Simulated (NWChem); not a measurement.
System: formic acid (CH$_{2}$O$_{2}$); SMILES C(=O)O

Here is an NWChem input.

```
start job
memory heap 200 mb stack 900 mb global 1100 mb
geometry units angstroms noautoz
  O      0.122821    -1.118103     0.000000
  C     -0.394426     0.109152     0.000000
  O      0.239369     1.123227     0.000000
  H      1.089211    -1.019357     0.000000
  H     -1.503117     0.048280     0.000000
end
basis spherical
  * library 6-31g*
end
dft
  xc xcamb88 1.00 lyp 0.81 vwn_5 0.19 hfexch 1.00
  cam 0.33 cam_alpha 0.19 cam_beta 0.46
  iterations 150
end
tddft
  cis
  nroots 6
  notriplet
end
task tddft energy
```

NWChem printed, in part:

```
             Northwest Computational Chemistry Package (NWChem) 7.3.0
             --------------------------------------------------------

 CS  symmetry detected

                             Geometry "geometry" -> ""
                             -------------------------

 Output coordinates in angstroms (scale by  1.889725989 to convert to a.u.)

  No.       Tag          Charge          X              Y              Z
 ---- ---------------- ---------- -------------- -------------- --------------
    1 O                    8.0000     0.13029078    -1.10525177     0.00000000
    2 C                    6.0000    -0.40062511     0.11615219     0.00000000
    3 O                    8.0000     0.22180922     1.13723970     0.00000000
    4 H                    1.0000     1.09551815    -0.99572310     0.00000000
    5 H                    1.0000    -1.50856744     0.04290651     0.00000000

 Effective nuclear repulsion energy (a.u.)      70.5324004630

      Symmetry information
      --------------------

 Group name             Cs
 Group number              2
 Group order               2
 No. of unique centers     5

                                 NWChem DFT Module
                                 -----------------

 Summary of "ao basis" -> "ao basis" (spherical)
 ------------------------------------------------------------------------------
       Tag                 Description            Shells   Functions and Types
 ---------------- ------------------------------  ------  ---------------------
 O                           6-31g*                  6       14   3s2p1d
 C                           6-31g*                  6       14   3s2p1d
 H                           6-31g*                  2        2   2s

      Symmetry analysis of basis
      --------------------------

        a'         34
        a"         12

[...]

                                NWChem TDDFT Module
                                -------------------

            General Information
            -------------------
           No. of orbitals :      92
            Alpha orbitals :      46
             Beta orbitals :      46
        Alpha frozen cores :       0
         Beta frozen cores :       0
     Alpha frozen virtuals :       0
      Beta frozen virtuals :       0
         Spin multiplicity :       1
    Number of AO functions :      46
        Use of symmetry is : off
      Symmetry adaption is : on
         Schwarz screening :  0.10D-07

              XC Information
              --------------
              Hartree-Fock (Exact) Exchange   1.00
            CAM-Becke88 Exchange Functional   1.00
               VWN V Correlation Functional   0.19 local
       Lee-Yang-Parr Correlation Functional   0.81
           Alpha           :  0.19
           Beta            :  0.46
           Gamma           :  0.33

             TDDFT Information
             -----------------
          Calculation type : Tamm-Dancoff TDDFT
         Wavefunction type : Restricted singlets
          No. of electrons :      24
           Alpha electrons :      12
            Beta electrons :      12
              No. of roots :       6
          Max subspacesize :    5200
            Max iterations :     100
               Target root :       1
           Target symmetry : none
      Symmetry restriction : off
                 Algorithm : Optimal
        Davidson threshold :  0.10D-03

    6 smallest eigenvalue differences (eV)
--------------------------------------------------------
  No. Spin  Occ  Vir  Irrep   E(Occ)    E(Vir)   E(Diff)
--------------------------------------------------------
    1    1   12   13 a"       -0.355     0.063    11.372
    2    1   11   13 a'       -0.395     0.063    12.455
    3    1   12   14 a'       -0.355     0.120    12.926
    4    1   11   14 a"       -0.395     0.120    14.009
    5    1   10   13 a"       -0.473     0.063    14.597
    6    1   12   15 a'       -0.355     0.186    14.727
--------------------------------------------------------

  Entering Davidson iterations
  Restricted singlet excited states

  Iter   NTrls   NConv    DeltaV     DeltaE      Time
  ----  ------  ------  ---------  ---------  ---------
    1      6       0     0.32E+00   0.10+100        1.2
    2     12       0     0.50E-01   0.63E-01        1.2
    3     18       0     0.19E-01   0.25E-02        1.2
    4     24       0     0.80E-02   0.66E-03        1.2
    5     30       1     0.22E-02   0.80E-04        1.2
    6     35       3     0.90E-03   0.83E-05        1.1
    7     38       5     0.21E-03   0.75E-06        1.0
    8     39       6     0.76E-04   0.43E-07        0.8
  ----  ------  ------  ---------  ---------  ---------
  Convergence criterion met

  Ground state a'       -189.680917445878 a.u.

  ----------------------------------------------------------------------------
  Root   1 singlet a"             0.221270970 a.u.                6.0211 eV
  ----------------------------------------------------------------------------
     Transition Moments    X -0.00000   Y -0.00000   Z  0.10094
     Dipole Oscillator Strength                    0.0015029907
     Electric Quadrupole                           0.0000000126
     Magnetic Dipole                               0.0000016163
     Total Oscillator Strength                     0.0015046196

[...]
```

Level: CAM-B3LYP/6-31G* (spherical d), TDA. The geometry was optimised at PBE0/def2-SVP.
